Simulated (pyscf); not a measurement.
Single points on ωB97X-D3(BJ)/def2-SVP structures (PySCF, gas phase).

**Question.** For `[FH]` + `[F][TiH]([F])[F]` -> `[F][Ti]([F])([F])[F]` + `[H][H]`, a four-centre exchange (singlet surface; F–H, H–Ti broken, F–Ti, H–H formed), PBE/def2-TZVP gives ΔE‡ = -29.9 kJ/mol and ΔE = -194.4 kJ/mol (zero: the separated reactants). In which direction and how far do B3LYP-D3(BJ)/def2-TZVP, M06-2X/def2-TZVP, ωB97M-D3(BJ)/def2-TZVP move these?

**Answer.** B3LYP-D3(BJ): ΔE‡ = -8.4 kJ/mol, ΔE = -186.5 kJ/mol; M06-2X: ΔE‡ = 1.3 kJ/mol, ΔE = -176.2 kJ/mol; ωB97M-D3(BJ): ΔE‡ = 2.9 kJ/mol, ΔE = -175.1 kJ/mol. PBE's barrier lies under all of them, by 21.5 to 32.8 kJ/mol. Its reaction energy lies under all of them, by 7.9 to 19.2 kJ/mol. Low barriers are usual for a GGA, whose delocalisation error favours stretched bonds. On the reactant side the descent ends in an adduct with a F–Ti contact, 23.4 kJ/mol under the separated species and 19.3 kJ/mol under the saddle at ωB97X-D3(BJ)/def2-TZVP. At B3LYP-D3(BJ) the saddle lies under the separated reactants, which points to a path from their complex (located at ωB97X-D3(BJ) alone). At PBE this geometry lies under the reactants; that is no barrier but a single point on another level's saddle; such a level's own saddle, if it has one, lies nearer that side and is low. What is counted as formed (F–Ti) is already present as a longer contact in the reactant adduct; forming that adduct is a step of its own. At the saddle there is also a short H–Ti contact that neither side keeps. One saddle was located; it need not be the lowest between these sides.
